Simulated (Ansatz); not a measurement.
System: corundum (α-Al2O3). Method: LDA in Ansatz (PAW).

Settings: plane-wave cutoff 500 eV, 8×8×8 k mesh, gaussian smearing 0.02 eV, scalar-relativistic PAW data made under PBE.

Computed at the level's own relaxed cell.

Problem. Predict the equilibrium volume per atom, equilibrium lattice constant a, c axis length and band gap.

Solution. 
equilibrium volume per atom: 8.32 Å³/atom
equilibrium lattice constant a: 4.729 Å
c axis length: 12.891 Å
band gap: 6.43 eV (on the SCF k mesh)

Measured, for comparison: lattice constant a 4.759 Å, lattice parameter c 12.991 Å (temperature not stated, no zero-point or thermal correction; as tabulated in Lallet et al. (2009), arXiv:0801.3594). Computed (rounded) less measured: lattice constant a -0.6 %, lattice parameter c -0.8 %. A static lattice is as a rule a little smaller and stiffer than an uncorrected measurement, which narrows the difference in the lattice constant a, lattice parameter c and would widen misses of the other sign.

Computed values are for the static lattice.

The result took roughly 40 core-seconds.

Ansatz is a program for electronic structure.
